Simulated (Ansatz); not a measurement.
I need a ladder of methods at one geometry of BFH2S, SMILES FBS. Use the Python package of Ansatz (0.2.0). Settings (for the species named): LDA, def2-SVP basis, multiplicity 1. The script varies functional: lda, lc_wpbe, pbe0, hf, hse06, blyp.

```xyz
5

F    -1.3056   -0.3844   -1.0407
B    -0.3737   -0.4569   -0.0025
S     1.3249    0.2496   -0.2640
H    -0.5769   -0.9738    1.0119
H     0.9812    1.4919    0.2539
```

`methods_bfh2s.py`
```python
'''One geometry of BFH2S, method by method.'''

from pathlib import Path
import argparse

import ansatz as az
from ase import Atoms
import numpy as np

parser = argparse.ArgumentParser(description='One geometry of BFH2S, method by method.')
parser.add_argument('--basis-set', required=True, help='basis')
args = parser.parse_args()

atoms = Atoms(['F', 'B', 'S', 'H', 'H'], positions=[
    (-1.3056, -0.3844, -1.0407),
    (-0.3737, -0.4569, -0.0025),
    (1.3249, 0.2496, -0.264),
    (-0.5769, -0.9738, 1.0119),
    (0.9812, 1.4919, 0.2539),
])
bfh2s = az.Crystal.molecule_from_ase(atoms)

job = bfh2s.calculation().basis(gaussian=args.basis_set)

print('functional    E (Ha)        dipole (D)   HOMO (eV)  LUMO (eV)')
for name in ['lda', 'lc_wpbe', 'pbe0', 'hf', 'hse06', 'blyp']:
    data = job.functional(name).forces().orbitals().run(threads=1, pin='off', runs_dir='runs').report
    lines = Path(data['orbitals_path']).read_text().splitlines()
    field_of = lambda key: [line.split('=')[1].strip() for line in lines if line.startswith(key)]
    orbitals = [(27.211386 * float(e), s, float(n)) for e, s, n in zip(field_of('Ene='), field_of('Spin='), field_of('Occup='))]
    homo = max(e for e, _, n in orbitals if n > 0.5)
    lumo = min(e for e, _, n in orbitals if n < 0.5)
    dipole = 4.803205 * np.linalg.norm(data['charge_distribution']['dipole_moment_e_ang'])
    print(f'{name:10s} {data["free_energy_ev"] / 27.211386246:14.6f} {dipole:9.3f} {homo:11.3f} {lumo:10.3f}')
```

```console
$ python methods_bfh2s.py --basis-set def2-SVP
functional    E (Ha)        dipole (D)   HOMO (eV)  LUMO (eV)
lda           -521.604144     1.300      -6.117     -2.979
lc_wpbe       -523.723155     1.447     -10.169      0.688
pbe0          -523.641862     1.399      -7.366     -1.758
hf            -522.646592     1.650     -10.344      2.031
hse06         -523.628680     1.396      -6.959     -2.146
blyp          -523.886405     1.173      -5.798     -2.536
```

Reading the output:
- Total energies depend on the basis set; only differences at equal settings carry meaning.
- The geometry is a force-field or estimated start, not a minimum of this method, and the basis set is short of its limit. A lower total doesn't mark the better method: functionals have no common bound, and MP2 and coupled cluster aren't variational.
- Levels such as HOMO and LUMO are orbital energies: with these approximate functionals they aren't the ionisation energy and electron affinity, and their gap isn't the fundamental gap.
- hse06 follows the composition of plane-wave codes, whose totals differ by tens of mHa, up to about 0.1 Ha, from the form usual in Gaussian-basis programs (wpbeh).
- Run time: 5.7 s on 1 thread of Arm Neoverse V2, on a shared host, peak memory 0.17 GiB.

(A comment or docstring line of the script was reworded after the run, the code is as it ran; lines on the test bed's own set-up are left out of the output.)
